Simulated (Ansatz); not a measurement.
A calculation with Ansatz (development build ahead of 0.2.0).

```yaml
crystal:
  periodic: [false, false, false]
  atoms:
    - { symbol: C, position_ang: [0.00035, 0.00046, -1.17396] }
    - { symbol: C, position_ang: [0.00065, 0.00073, 0.27847] }
    - { symbol: "N", position_ang: [0.0009, -0.0004, 1.43496] }
    - { symbol: H, position_ang: [0.00015, -1.03082, -1.55645] }
    - { symbol: H, position_ang: [-0.89337, 0.51471, -1.55565] }
    - { symbol: H, position_ang: [0.89367, 0.51502, -1.55507] }
basis:
  gaussian: { orbitals: def2-SVP }
magnetization:
  spin_polarized: true
  initial_magnetization: 2
hamiltonian:
  xc: hf
output:
  forces: true
```

The input is written out in the form of the current development build from the run's settings.

Output:

| Item | Value |
| --- | --- |
| Converged | yes |
| Total energy | -131.61481 hartree |
| Spin squared of the determinant | 2.017 |
| Stability test | minimum |

Forces (eV/Å):
```tsv
atom	Fx	Fy	Fz
C1	-0.034	-0.117	-0.088
C2	0.080	0.475	-14.573
N3	-0.009	-0.128	14.940
H4	-0.006	0.083	-0.392
H5	0.216	-0.151	-0.002
H6	-0.248	-0.162	0.115
```

Caution: another spin multiplicity may lie lower; the determinant breaks the point group.
